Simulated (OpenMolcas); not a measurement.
**A workflow on HCl (SMILES Cl)**

Aim: a series of 9 runs (HF/6-31G, CASSCF(8,5)/6-31G, CASPT2(8,5)/6-31G, CASPT2[IPEA 0](8,5)/6-31G, SC-NEVPT2(8,5)/6-31G, PC-NEVPT2(8,5)/6-31G, MC-PDFT[tPBE](8,5)/6-31G, MRCI(8,5)/6-31G, and more) of HCl. 

The calculation is run with OpenMolcas 26.06.

### 1 The structure to begin with

The species is HCl (2 atoms), meant as a singlet with charge 0. SMILES: `Cl`. The Cl1–H2 distance was set to 3.197 Å, away from the relaxed value.

### 2 A single-point energy at HF/6-31G (run 1)

geom.xyz reads:

```xyz
2

Cl     2.184018    -0.714006     1.123209
H     -0.546000     0.178500    -0.280800
```

step1.input reads:

```
&GATEWAY
BASLIB
$CurrDir
COORD
geom.xyz
BASIS
6-31G
GROUP
NoSym
&SEWARD
&SCF
PRORBITALS
1 1
```

The basis set 6-31G is read from a file made from the Basis Set Exchange's data (not shown).

The run is started by

```sh
$ export MOLCAS_MEM=1860
$ pymolcas step1.input > step1.log
```

The log of the run:

```text
--- Start Module: gateway ---
[...]
--- Stop Module: gateway /rc=_RC_ALL_IS_WELL_ ---
--- Start Module: seward ---
[...]
      Basis functions           15
--- Stop Module: seward /rc=_RC_ALL_IS_WELL_ ---
--- Start Module: scf ---
[...]
       Convergence after   9 Iterations
[...]
::    Total SCF energy                               -459.7959070458
[...]
      Total spin, S                                     0.0000000000
[...]
      Total electronic charge=   18.000000
      Total            charge=   -0.000000
[...]
      Dipole Moment (debye):
      Origin of the operator (angstrom)=    2.1075   -0.6890    1.0839
                   X= -3.4774E+00               Y=  1.1368E+00               Z= -1.7884E+00           Total=  4.0722E+00
      Quadrupole Moment (debye*angstrom):
[...]
--- Stop Module: scf /rc=_RC_ALL_IS_WELL_ ---
[...]
```

Run time: 1.6 s. Hardware: 1 thread of Arm Neoverse V1, shared host; peak memory 0.37 GiB.

### 3 The energy at CASSCF(8,5)/6-31G (run 2)

geom.xyz is that of step 2.

step2.inp reads:

```
* ClH CASSCF

&GATEWAY
 BASLIB
 $CurrDir
 COORD
 geom.xyz
 BASIS
 6-31G
 GROUP
 NoSym

&SEWARD

&RASSCF
 FILEORB
 $CurrDir/step1.ScfOrb
 SPIN
 1
 NACTEL
 8 0 0
 INACTIVE
 5
 RAS2
 5
 ORBLISTING
 Nothing
```

The basis set 6-31G is read from a file made from the Basis Set Exchange's data (not shown).

The run is started by

```sh
$ export MOLCAS_MEM=1860
$ pymolcas step2.inp > step2.log
```

The log of the run:

```text
--- Start Module: gateway ---
[...]
--- Stop Module: gateway /rc=_RC_ALL_IS_WELL_ ---
--- Start Module: seward ---
[...]
      Basis functions           15
--- Stop Module: seward /rc=_RC_ALL_IS_WELL_ ---
--- Start Module: rasscf ---
[...]
      Number of active orbitals                  5
[...]
      Spin quantum number                      0.0
[...]
      Active orbitals                            5
[...]
      Number of CSFs                            15
[...]
      Number of root(s) required                 1
[...]
      Convergence after  7 iterations
[...]
      printout of CI-coefficients larger than  0.05 for root  1
      energy=    -459.943020
      conf/sym  11111     Coeff  Weight
             1  22220  -0.77483 0.60036
             4  22202   0.63214 0.39960
      Natural orbitals and occupation numbers for root  1
      sym 1:   1.999955   1.999982   1.999982   1.200809   0.799272
      ************************************************************************************************************************
      *                                                    Final results                                                     *
[...]
::    RASSCF root number  1 Total energy:   -459.94301953
[...]
      Total electronic charge=   18.000000
      Total            charge=   -0.000000
[...]
      Dipole Moment (debye):
      Origin of the operator (angstrom)=    2.1075   -0.6890    1.0839
                   X= -8.2051E-02               Y=  2.6824E-02               Z= -4.2198E-02           Total=  9.6086E-02
      Quadrupole Moment (debye*angstrom):
[...]
--- Stop Module: rasscf /rc=_RC_ALL_IS_WELL_ ---
[...]
```

It took 1.6 s on 1 thread of Arm Neoverse V1, shared host; peak memory 0.37 GiB.

Runs 3 to 8 aren't shown in full; the table further down has their settings and results.

### 4 The energy at MRACPF(8,5)/6-31G (run 9)

geom.xyz is that of step 3.

step9.inp reads:

```
* ClH MR-ACPF
>>> EXPORT MOLCAS_PRINT=2

&GATEWAY
 BasLib=$CurrDir
 Coord=geom.xyz
 Basis=6-31G
 Group=NoSym

&SEWARD

&RASSCF
 FileOrb=$CurrDir/step2.RasOrb
 Spin=1
 Nactel=8 0 0
 Inactive=5
 Ras2=5
 OrbListing=Nothing

&MOTRA
 LumOrb
 Frozen=5

&GUGA
 Electrons=8
 Spin=1
 Inactive=0
 Active=5
 CIAll=1

&MRCI
 ACPF
```

The basis set 6-31G is read from a file made from the Basis Set Exchange's data (not shown).

The run is started by

```sh
$ export MOLCAS_MEM=1860
$ pymolcas step9.inp > step9.log
```

The log of the run:

```text
--- Start Module: gateway ---
[...]
--- Stop Module: gateway /rc=_RC_ALL_IS_WELL_ ---
[...]
      Basis functions           15
[...]
      Number of active orbitals                  5
[...]
      Spin quantum number                      0.0
[...]
      Active orbitals                            5
[...]
      Number of CSFs                            15
[...]
      Number of root(s) required                 1
[...]
      Convergence after  4 iterations
[...]
      printout of CI-coefficients larger than  0.05 for root  1
      energy=    -459.943020
      conf/sym  11111     Coeff  Weight
             1  22220  -0.77483 0.60036
             4  22202   0.63214 0.39960
      Natural orbitals and occupation numbers for root  1
      sym 1:   1.999955   1.999982   1.999982   1.200809   0.799272
      ************************************************************************************************************************
      *                                                    Final results                                                     *
[...]
::    RASSCF root number  1 Total energy:   -459.94301953
[...]
      Dipole Moment (debye):
      Origin of the operator (angstrom)=    2.1075   -0.6890    1.0839
                   X= -8.2051E-02               Y=  2.6824E-02               Z= -4.2198E-02           Total=  9.6087E-02
      Quadrupole Moment (debye*angstrom):
[...]
      *** WARNING: Default frozen orbitals is overwritten by user input.
      *** Default values:   5
[...]
--- Start Module: guga ---
[...]
--- Stop Module: guga /rc=_RC_ALL_IS_WELL_ ---
--- Start Module: mrci ---
[...]
       USE THE DEFAULT ACPF G-VALUE GFAC=  0.25000000000000000
[...]
    MR ACPF CALCULATION.
[...]
            REFERENCE CI ENERGY:  -459.94301953
[...]
        ACPF CORRELATION ENERGY:    -0.03088082
                    ACPF ENERGY:  -459.97390036
[...]
      Total electronic charge=   18.000000
      Total            charge=    0.000000
[...]
  ACPF State   1     Total energy:   -459.97390036
[...]
--- Stop Module: mrci /rc=_RC_ALL_IS_WELL_ ---
[...]
```

Run time: 1.7 s. Hardware: 1 thread of Arm Neoverse V1, shared host; peak memory 0.37 GiB.

### 5 All runs side by side

```
run                      level   active rule  inactive  energy (Eh)  dipole moment (D) of the reference  wall time
  1                   HF/6-31G             –         –  -459.795907                                4.07      1.6 s
  2          CASSCF(8,5)/6-31G  full valence         5  -459.943020                                0.10      1.6 s
  3          CASPT2(8,5)/6-31G  full valence         5  -459.968902                                0.10      1.7 s
  4  CASPT2[IPEA 0](8,5)/6-31G  full valence         5  -459.969363                                0.10      1.7 s
  5       SC-NEVPT2(8,5)/6-31G  full valence         5  -459.964008                                0.10      1.7 s
  6       PC-NEVPT2(8,5)/6-31G  full valence         5  -459.964197                                0.10      1.7 s
  7   MC-PDFT[tPBE](8,5)/6-31G  full valence         5  -460.416348                                0.10      1.8 s
  8            MRCI(8,5)/6-31G  full valence         5  -459.973532                                0.10      1.7 s
  9          MRACPF(8,5)/6-31G  full valence         5  -459.973900                                0.10      1.7 s
```

### 6 Results

| quantity | value |
| --- | --- |
| run 9, MRACPF(8,5)/6-31G: total energy | -459.97390 Eh |
| run 9, MRACPF(8,5)/6-31G: dipole moment (CASSCF density) | 0.10 D |

Below the HF energy at the same shape and in the same basis (6-31G): CASSCF(8,5) -147.1 mEh; CASPT2(8,5) -173.0 mEh; CASPT2[IPEA 0](8,5) -173.5 mEh; SC-NEVPT2(8,5) -168.1 mEh; PC-NEVPT2(8,5) -168.3 mEh; MRCI(8,5) -177.6 mEh. Active-space methods hold only the correlation inside their space unless a perturbation or CI step follows. In run 1 a closed-shell determinant meets a far-stretched bond, which it describes badly. All runs together took 15 s, the longest 1.8 s.
